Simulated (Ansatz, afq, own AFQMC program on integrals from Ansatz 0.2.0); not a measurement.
AFQMC on a folder of integrals that Ansatz 0.2.0 wrote.

```yaml
crystal:
  periodic: [false, false, false]
  atoms:
    - {symbol: Ga, position_ang: [0.000000, 0.000000, 0.000000]}
basis:
  gaussian: {orbitals: 6-31G}
magnetization: {spin_polarized: true, initial_magnetization: 1}
correlation: {method: ccsd_t, electrons: outside_noble_gas, hamiltonian_folder: ham}
```

```sh
$ ansatz run in.yaml --threads 1 --pin off --events-out ev --progress --plain --max-ram 16896MiB --backend cuda --devices 0, --max-vram 18GiB
```

afq runs on the folder ham with

```
--method free --trial cisd --walkers 4000 --time-step 0.03 --max-blocks 4000 --target-error 0.00013 --factor-cut 1e-05 --seed 8372 --times 0,0.3,0.6,1.2,1.8,2.4,3.6,4.8,6 --taylor-order 8
```

Times are imaginary, in 1/Eh. The walk had a cap of 61 s. Filled inner d shells are frozen with the cores.

afq prints:

```
orbitals 15  electrons 2 1  factors 86 of 198
reference energy -1922.89567005 Eh
CCSD correlation -0.02904955 Eh in 9 cycles, weight of the determinant in the CISD state 0.9581
repeat  energy at the last time / Eh  error
    10  -1922.924823  0.000001
    20  -1922.924823  0.000001
    30  -1922.924824  0.000001
time / (1/Eh)  energy / Eh  error  mean overlap
  0.00  -1922.924714  0.000000  1.0437
  0.30  -1922.924755  0.000000  1.0433
  0.60  -1922.924775  0.000000  1.0433
  1.20  -1922.924799  0.000001  1.0422
  1.80  -1922.924810  0.000001  1.0424
  2.40  -1922.924816  0.000001  1.0420
  3.60  -1922.924821  0.000001  1.0420
  4.80  -1922.924824  0.000001  1.0409
  6.00  -1922.924824  0.000001  1.0407
energy -1922.924824 +/- 0.000001 Eh
```

The run passed its tests (error under three times the target), which doesn't prove that it has relaxed.

Against this walk (error 0.0 meV) on the same determinant: CCSD(T) 0.6 meV higher, full CI 0.2 meV lower. The error is statistical, and a free projection of finite length keeps a remainder of its start.

Cautions: remainder of the start not in the error; no relativity below Rb; no spin-orbit coupling; inner d shell frozen.

The walk took 9.8 s on 1 × NVIDIA H100 80GB HBM3 with 2 threads of AMD EPYC 7R13 Processor (Zen 3), on a shared host (the card was shared). The log's last line is the free-projection energy.

A walk keeps the symmetry of its determinant, which the program's search chose and which needn't be the lowest solution, so a lower state of the same spin and another symmetry isn't excluded.
